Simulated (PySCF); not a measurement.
Formyl chloride, CHClO.
Geometry (PBE0-D3(BJ)/def2-SVP, Å), atoms numbered from 1 in this order:
```xyz
4
CHClO angstrom
O     -0.3224   -0.8482    0.0471
C      0.3912    0.0899    0.0256
Cl     2.1532   -0.0094    0.0101
H      0.0752    1.1531    0.0157
```

Computed with PySCF at PBE0/pcSseg-1 and CAM-B3LYP/def2-SVPD, non-relativistic, on one gas-phase PBE0-D3(BJ)/def2-SVP geometry that isn't relaxed in the solvent. The solvent is an IEF-PCM continuum (Bondi radii, 1.10 Å for H, scaled by 1.2). Specific hydrogen bonds and non-electrostatic terms are outside this model.

Gas phase at PBE0/pcSseg-1: HOMO -9.05 eV, LUMO -1.51 eV, dipole 1.93 D.

What does the continuum do to the energy, the frontier levels and the dipole at PBE0/pcSseg-1 in benzene and water?

```csv
solvent,ε,E(solvent) − E(gas) (kcal/mol),polarisation term (kcal/mol),distortion of the solute (kcal/mol),HOMO (eV),LUMO (eV),dipole (D)
benzene,2.271,-1.64,-1.77,0.13,-8.99,-1.40,2.14
water,78.36,-3.75,-4.42,0.67,-8.93,-1.30,2.41
```

The polarisation term is half the interaction of the solute with the surface charges that it induces; the rest is the cost of distorting the solute's density. The sum is the electrostatic part of solvation alone. From benzene to water the lowering changes by a factor 2.28, Onsager's factor (ε − 1)/(2ε + 1) by 2.14 and ε itself by 34.5.

Which radius a makes the point-dipole formula ΔE = −[(ε − 1)/(2ε + 1)]·μ²/a³ give the value in water, with the gas-phase dipole?

μ = 0.760 au and |ΔE| = 0.00597 Eh give a = 1.92 Å; the farthest nucleus lies 1.58 Å from the centroid of the nuclei. The formula assumes a rigid point dipole at the centre of a sphere.

Give the dipole vector in the frame of the coordinates (D, pointing from negative to positive charge), gas and water.

Gas (-0.11, 1.93, -0.03), solvent (-0.17, 2.40, -0.03). Its length changes by +25 % and its direction by less than 1°.

Which Mulliken charges (PBE0/pcSseg-1) respond most in benzene (means over atoms taken as equivalent)?

```csv
atoms,environment,gas (e),solvent (e),change
O1,carbonyl oxygen,-0.278,-0.298,-0.020
H4,formyl hydrogen,+0.153,+0.171,+0.018
C2,acyl halide carbon,+0.248,+0.261,+0.013
Cl3,chlorine bonded to C,-0.124,-0.134,-0.010
```

Which Mayer bond orders change most in benzene?

```
  bond  length (Å)    gas  solvent  change
 O1–C2       1.179  2.095    2.085  -0.010
C2–Cl3       1.765  0.959    0.955  -0.004
 C2–H4       1.109  0.899    0.899   0.000
```

How do the nuclear quadrupole coupling constants eQVzz/h respond in benzene?

| nucleus | Q (barn) | gas (MHz) | solvent (MHz) | η gas | η solvent |
| --- | --- | --- | --- | --- | --- |
| 17O at O1 | -0.0256 | 10.05 | 9.96 | 0.60 | 0.57 |
| 35Cl at Cl3 | -0.0817 | -61.68 | -61.07 | 0.34 | 0.34 |

Gas phase at CAM-B3LYP/def2-SVPD: HOMO -10.56 eV, LUMO -0.49 eV, dipole 1.92 D.

What does the continuum do to the energy, the frontier levels and the dipole at CAM-B3LYP/def2-SVPD in benzene?

```
solvent      ε  E(solvent) − E(gas) (kcal/mol)  polarisation term (kcal/mol)  distortion of the solute (kcal/mol)  HOMO (eV)  LUMO (eV)  dipole (D)
benzene  2.271                           -1.71                         -1.85                                 0.14     -10.49      -0.38        2.16
```

How does the static polarisability (CAM-B3LYP/def2-SVPD, frozen core, with the continuum's full static response) change?

```json
{"medium": "gas", "isotropic (au)": "31.3", "principal values (au)": "23.0, 28.8, 42.3", "⟨r²⟩ of the electrons (bohr²)": "216.5"}
{"medium": "benzene", "isotropic (au)": "35.1", "principal values (au)": "25.4, 32.1, 48.0", "⟨r²⟩ of the electrons (bohr²)": "216.6"}
```

The isotropic value in benzene is 1.12 times the gas-phase one; no cavity-field correction is applied. ⟨r²⟩ is taken about the centre of nuclear charge.
